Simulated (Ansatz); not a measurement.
A nudged elastic band was laid between two geometries of CH5Al (7 atoms, charge 0, multiplicity 1).

Theory: RKS B3LYP-D4/def2-SVPD in Ansatz 0.2.0.

| Item | Value |
| --- | --- |
| movable images | 7 |
| climbing image | yes |
| spring | 5.0 eV/Å² |
| optimiser | quadratic models (default) |
| start path | through a guess of the saddle point |
| force threshold | 0.05 eV/Å |
| iteration limit | 60 |
| end points | relaxed |

First end point:

```xyz
7
Properties=species:S:1:pos:R:3
Al 0.234 0.001 0.122
H 0.218 -0.001 1.710
H 1.630 -0.002 -0.634
C -1.463 0.003 -0.863
H -2.048 -0.904 -0.631
H -2.096 0.854 -0.558
H -1.341 0.049 -1.956
```

Last end point:

```xyz
7
Properties=species:S:1:pos:R:3
Al 0.387 0.068 -1.851
H 0.474 -0.046 1.436
H 1.219 -0.025 1.288
C -1.449 0.010 -1.043
H -1.616 -0.902 -0.439
H -1.647 0.872 -0.379
H -2.234 0.023 -1.822
```

Task: What changes between the two ends?

Result: Bonds broken: Al1–H2, Al1–H3. Bonds formed: H2–H3. CH5Al becomes CH3Al + H2.

Task: Give the energies along the band, and the barrier.

Result: The forces met the threshold. The highest image is number 4 of 0 to 8, 2.90 eV above the first end and 1.61 eV above the last; the last end lies 1.29 eV above the first. Neighbouring images differ by up to 1.2 eV, so the band resolves the path poorly. A vibrational analysis at the climbing image gives one clearly imaginary mode, 1300i cm⁻¹: a first-order saddle point. The orbitals stay closed-shell, which can raise the energy where a bond breaks towards radicals; this wasn't checked here.

| image | path coordinate (Å) | energy (eV) | Al1–H2 (Å) | Al1–H3 (Å) | H2–H3 (Å) |
| --- | --- | --- | --- | --- | --- |
| 0 | 0.00 | 0.00 | 1.59 | 1.59 | 2.74 |
| 1 | 0.48 | 0.10 | 1.58 | 1.59 | 2.65 |
| 2 | 0.96 | 0.57 | 1.56 | 1.57 | 2.32 |
| 3 | 1.44 | 1.82 | 1.62 | 1.54 | 1.84 |
| 4 | 1.92 | 2.90 | 1.85 | 1.59 | 1.36 |
| 5 | 2.37 | 1.91 | 2.09 | 1.82 | 0.89 |
| 6 | 2.82 | 1.39 | 2.55 | 2.30 | 0.77 |
| 7 | 3.27 | 1.30 | 2.97 | 2.74 | 0.76 |
| 8 | 3.72 | 1.29 | 3.29 | 3.25 | 0.76 |

Task: What is the geometry of the highest image?

Result: 
```xyz
7
Properties=species:S:1:pos:R:3
Al 0.457 0.022 -0.677
H 0.332 -0.026 1.169
H 1.519 0.006 0.502
C -1.503 0.004 -0.926
H -1.933 -0.905 -0.477
H -1.961 0.863 -0.413
H -1.778 0.037 -1.989
```

The run took 96 s on 2 threads of Arm Neoverse V1, on a shared host, peak memory 0.14 GiB.
